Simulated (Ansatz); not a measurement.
```yaml
crystal:
  periodic: [false, false, false]
  atoms:
    - {symbol: B, position_ang: [-0.007822, -0.000813, -0.520060]}
    - {symbol: C, position_ang: [0.015749, 0.001691, 1.056493]}
    - {symbol: N, position_ang: [0.033308, 0.003494, 2.220468]}
    - {symbol: H, position_ang: [1.144934, 0.004097, -0.936184]}
    - {symbol: H, position_ang: [-0.597924, 0.999315, -0.911918]}
    - {symbol: H, position_ang: [-0.588254, -1.007794, -0.908800]}
basis:
  gaussian: {orbitals: def2-mTZVPP}
magnetization: {spin_polarized: true, initial_magnetization: 1}
hamiltonian: {xc: {name: HSE06}, dispersion: d3bjatm}
output: {forces: true}
```

```sh
$ ansatz run in.yaml --threads 4 --pin off --events-out ev --progress --plain --max-ram 3916MiB
```

Shortened log:

```
Functional definition: HSE06
686 factors; their error is unknown
62 factors; integrals over basis functions are off by at most 4.7e-6 eV
mean field evaluation 1: about -3241.3609 eV, gradient 2.7e1 eV
mean field evaluation 2: about -3234.7502 eV, gradient 4.2e1 eV
mean field evaluation 4: about -3244.9656 eV, gradient 3.2e0 eV
mean field evaluation 8: about -3245.0341 eV, gradient 1.9e-1 eV
mean field evaluation 16: about -3245.0397 eV, gradient 8.4e-3 eV
mean field evaluation 32: about -3245.0397 eV, gradient 1.2e-5 eV
mean field evaluation 64: about -3245.0397 eV, gradient 1.8e-4 eV
mean field -3245.03973379 eV, -119.2530106499 hartree, gradient 8.0e-8 eV, S^2 0.765259; 5 other end points of the search recorded, 0 dependent functions left out
reference -3245.03977092 eV, -119.2530120145 hartree; 11, 10 occupied and 66, 67 virtual orbitals, 686 factors
Total energy: -3245.08655600 eV, -119.2547313345 hartree
Atom 0 at    -0.007822    -0.000813    -0.520060 Å, force    -2.475751    -0.007491     2.340217 eV/Å
Atom 1 at     0.015749     0.001691     1.056493 Å, force     0.003335    -0.004457    -2.945228 eV/Å
Atom 2 at     0.033308     0.003494     2.220468 Å, force     0.041664     0.002222     1.339423 eV/Å
Atom 3 at     1.144934     0.004097    -0.936184 Å, force     0.585183     0.001338    -0.724896 eV/Å
Atom 4 at    -0.597924     0.999315    -0.911918 Å, force     0.920762     0.411676    -0.005209 eV/Å
Atom 5 at    -0.588254    -1.007794    -0.908800 Å, force     0.924807    -0.403288    -0.004306 eV/Å
Dipole moment:     0.100058    -0.000122    -0.375686 e Å
```

Run time 4.7 s (4 threads of Arm Neoverse V1 on a shared host).

HSE06 is defined as in plane-wave codes, on full-range PBE exchange.
